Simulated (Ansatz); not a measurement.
Basis sets compared for B2H6. Charge 0, multiplicity 1. Geometry PBE-D4/def2-TZVP. Ansatz on 4 threads of Arm Neoverse V1 on a shared host; times are rough, and most runs start from earlier orbitals.

```xyz
8

B    -0.440    0.555   -0.519
H    -1.565    0.851   -0.234
H     0.100    0.994   -1.493
H     0.335    0.762    0.530
B     0.440   -0.555    0.519
H     1.565   -0.851    0.234
H    -0.100   -0.994    1.493
H    -0.335   -0.762   -0.530
```

Binding counts from free atoms (B doublet, H doublet) in the same basis, without a counterpoise term.

| level | functions | energy (Eh) | HOMO (eV) | LUMO (eV) | binding per atom (eV) | wall time |
| --- | --- | --- | --- | --- | --- | --- |
| PBE-D4/def2-SVP | 58 | -53.1267 | -7.71 | -1.94 | 3.31 | 0.3 s |
| PBE-D4/def2-TZVP | 98 | -53.1894 | -7.81 | -2.00 | 3.30 | 0.45 s |
| r2SCAN-D4/def2-TZVP | 98 | -53.2497 | -8.13 | -1.63 | 3.32 | 0.9 s |
| PBE0-D4/def2-SVP | 58 | -53.1535 | -9.16 | -0.92 | 3.31 | 0.35 s |
| PBE0-D4/def2-TZVP | 98 | -53.2122 | -9.21 | -0.98 | 3.30 | 0.6 s |

**Question.** Estimate the rows for PBE-D4/def2-TZVPD, r2SCAN-D4/def2-TZVPD, PBE0-D4/def2-TZVPD.

**Answer.** 
```tsv
level	functions	energy (Eh)	HOMO (eV)	LUMO (eV)	binding per atom (eV)	wall time
PBE-D4/def2-TZVPD	128	-53.1896	-7.81	-2.00	3.30	0.7 s
r2SCAN-D4/def2-TZVPD	128	-53.2499	-8.14	-1.63	3.32	1.4 s
PBE0-D4/def2-TZVPD	128	-53.2124	-9.21	-0.98	3.30	0.7 s
```
